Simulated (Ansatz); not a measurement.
Input file:

```yaml
crystal:
  periodic: [false, false, false]
  atoms:
    - {symbol: B, position_ang: [0.000000, -0.081894, 0.000000]}
    - {symbol: H, position_ang: [0.000000, 0.439190, -1.091073]}
    - {symbol: H, position_ang: [0.000000, 0.439190, 1.091073]}
basis:
  gaussian: {orbitals: "6-31++G**"}
magnetization: {spin_polarized: true, initial_magnetization: 1}
correlation: {method: ccsd, electrons: outside_noble_gas}
scf: {lower_state_search: full}
```

```sh
$ ansatz run in.yaml --threads 1 --pin off --events-out ev --progress --plain --max-ram 2393MiB
```

The program prints:

```
281 factors; integrals over basis functions are off by at most 1.2e-3 eV
mean field evaluation 1: about -700.0709 eV, gradient 7.4e0 eV
mean field evaluation 2: about -700.0712 eV, gradient 7.4e0 eV
mean field evaluation 4: about -700.7649 eV, gradient 6.6e-1 eV
mean field evaluation 8: about -700.7751 eV, gradient 1.6e-3 eV
mean field evaluation 16: about -700.0292 eV, gradient 3.7e0 eV
mean field evaluation 32: about -700.7751 eV, gradient 1.1e-6 eV
mean field evaluation 64: about -699.4302 eV, gradient 4.9e-3 eV
mean field -700.77508552 eV, -25.7530093904 hartree, gradient 3.9e-6 eV, S^2 0.752447; 5 other end points of the search recorded, 0 dependent functions left out
determinant -700.77508552 eV, -25.7530093904 hartree, with singles and doubles -703.10404097 eV, -25.8385969247 hartree
determinant -699.43017633 eV, -25.7035848893 hartree, with singles and doubles -701.88184012 eV, -25.7936818718 hartree
1 core orbitals not correlated: weight in the atoms' cores, before any rotation towards them, 1.000 or more for the frozen orbitals, at most 0.000 for the correlated occupied ones
reference -700.77508552 eV, -25.7530093904 hartree; 3, 2 occupied and 27, 28 virtual orbitals, 281 factors
second order -1.83753551 eV of doubles, -0.00000000 eV of singles
cycle   1  -2.30460120 eV  change   -1.5e-1 eV  update   1.4e-2
cycle   2  -2.31005768 eV  change   -5.5e-3 eV  update   4.3e-3
cycle   3  -2.31283667 eV  change   -2.8e-3 eV  update   1.5e-3
cycle   4  -2.31326098 eV  change   -4.2e-4 eV  update   4.5e-4
cycle   5  -2.31328985 eV  change   -2.9e-5 eV  update   1.3e-4
cycle   6  -2.31331647 eV  change   -2.7e-5 eV  update   4.2e-5
cycle   7  -2.31333011 eV  change   -1.4e-5 eV  update   1.3e-5
cycle   8  -2.31333254 eV  change   -2.4e-6 eV  update   4.1e-6
Total energy: -703.08841806 eV, -25.8380227933 hartree
```

Ran on 1 thread of Intel Xeon, shared host: 0.45 s wall, 0.15 GiB peak host memory.
